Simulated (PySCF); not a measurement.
# From a raw peak list to a structure

Formula C₃H₄O. The spectrum was simulated from the full spin Hamiltonian at 90 MHz with 1.0 Hz Lorentzian lines, from shifts rounded to 0.01 ppm and J to 0.1 Hz, couplings under 1 Hz left out. Exchangeable protons (1H) are left uncoupled and out of the list.

```
region  integral (H)    ppm     Hz  height
     1             2  4.540  408.6      97
     1                4.500  405.0     100
     2             1  2.040  183.6      26
     2                1.999  180.0      49
     2                1.960  176.4      24
```

$^{13}$C{$^{1}$H} NMR (computed): δ 85.5 (C), 78.4 (CH), 56.1 (CH2).

Computed data (PySCF): geometry: PBE0-D3(BJ)/def2-TZVP, B3LYP/pcJ-2 coupling constants, shielding tensors at B97-2/pcSseg-2 (GIAO). No relativistic terms, equivalent nuclei averaged, one computed conformer, no solvent.

δ = σ(ref) − σ, references computed at the same level: $^{1}$H (σ = 31.64 ppm), $^{13}$C (σ = 185.38 ppm) against TMS.

Q: Analyse the multiplets.

A: $^{1}$H NMR (90 MHz, computed): δ 4.52 (d, J = 3.6 Hz, 2H), 2.00 (t, J = 3.6 Hz, 1H), 0.12 (br s, 1H). These are first-order names from the parameters used; overlap and second-order distortion can hide them in the list.

Q: What is the compound?

A: SMILES C#CCO.

Structure with atom numbers: `[CH:1]#[C:2][CH2:3][OH:4]`. Each H is labelled by its parent atom.

- δ 4.52: H(C3), hydrogen on a propargylic sp3 CH2 bonded to O, coupled to H(C1) (3.6 Hz).
- δ 2.00: H(C1), hydrogen on a terminal alkyne carbon, coupled to H(C3) (3.6 Hz).
- δ 0.12: H(O4), hydrogen on an alcohol oxygen.

OH/NH shifts are gas-phase values; hydrogen bonding in solution moves them, usually downfield. Multiplet labels drop couplings under 1 Hz and merge nearly equal ones. Shifts are as computed. Against solution values, carbons near 30 ppm lie about +3 ppm off and those near 130 ppm about +7 ppm. Of 1211 compounds with measured shifts, 218 miss one by over three times the rms of a fit or turn the order of signals round; such compounds aren't used in these exercises. Couplings to exchangeable protons are dropped.
